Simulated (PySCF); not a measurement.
**BrFHS−, cut into parts across a bond: interaction energy**

The task here is to estimate one member of a computed series from the others.

Programs: PySCF 2.14.0. All values are calculated, for the isolated system unless a continuum is named. Atoms count from 0, parts from 1.

### Starting point

4 atoms, charge -1, multiplicity 1; geometry: GFN2-xTB. Parts: 1 = atoms 0–1, `FBr`, charge 0; 2 = atoms 2–3, `[SH-]`, charge -1. In the given geometry Br0 and S2 of different parts are bonded (2.33 Å), so values for the parts refer to these atom groups.

Set-up of the first run:

Job settings and geometry (Å):

```
{"job": {"xc": "PBE0", "basis": "def2-TZVPD", "d3": "d3bj", "grid": 3, "kind": "geom", "shake": 0.01}, "charge": -1, "multiplicity": 1, "parts": [{"atoms": "0-1", "charge": 0, "multiplicity": 1}, {"atoms": "2-3", "charge": -1, "multiplicity": 1}]}
Br     1.004185    -0.601400     0.674607
F     -0.819547     0.268512    -0.174339
S      2.962896    -1.454357     1.613135
H      3.405979    -0.263853     2.070144
```

On the command line:

```console
> OMP_NUM_THREADS=1 python cluster_run.py task.json out
```

One launch serves the whole session: the jobs run in the order shown.

Steps of the session up to this table: Optimising the geometry at PBE0-D3(BJ)/def2-TZVPD; Coupled-cluster interaction energy: CCSD(T) and MP2, 2.37 Å; Coupled-cluster interaction energy: CCSD(T) and MP2, 2.49 Å; Coupled-cluster interaction energy: CCSD(T) and MP2, 2.60 Å; Coupled-cluster interaction energy: CCSD(T) and MP2, 2.25 Å; Coupled-cluster interaction energy: CCSD(T) and MP2, 2.96 Å; Coupled-cluster interaction energy: CCSD(T) and MP2, 2.13 Å; Coupled-cluster interaction energy: CCSD(T) and MP2, 3.55 Å; Coupled-cluster interaction energy: CCSD(T) and MP2, 4.74 Å.

One table of the session follows, with a row left open; its other results are not shown here.

It belongs to the step «Coupled-cluster interaction energy: CCSD(T) and MP2, 4.74 Å». 

| method | interaction energy (kcal/mol) |
| --- | --- |
| HF/aug-cc-pVDZ | ? |
| MP2/aug-cc-pVDZ | -12.21 |
| CCSD/aug-cc-pVDZ | -11.98 |
| CCSD(T)/aug-cc-pVDZ | -14.53 |
| HF/aug-cc-pVQZ | -11.36 |
| MP2/aug-cc-pVQZ | -11.86 |
| SCS-MP2/aug-cc-pVQZ | -11.28 |
| MP2, extrapolated | -11.86 |
| CCSD(T), limit estimate | -14.18 |

**Question.** Estimate the row for HF/aug-cc-pVDZ.

**Answer.** interaction energy (kcal/mol): -11.56. In the column «interaction energy (kcal/mol)» it lies between MP2, extrapolated (-11.86) and HF/aug-cc-pVQZ (-11.36).

A test (T1, the size of the triples or of CCSD(T) less MP2, charge moved between the parts) flags this point.

Caveats from the session: A test (T1 over 0.02, large triples or CCSD(T) less MP2, charge moved between the parts) flags the points at 2.60, 3.55, 4.74 Å, so these are not to be taken as benchmarks. The test has hard marks: at 2.13, 2.25, 2.37, 2.49, 2.96 Å, CCSD(T) and MP2 differ by as much as at a flagged point, though the run passes.
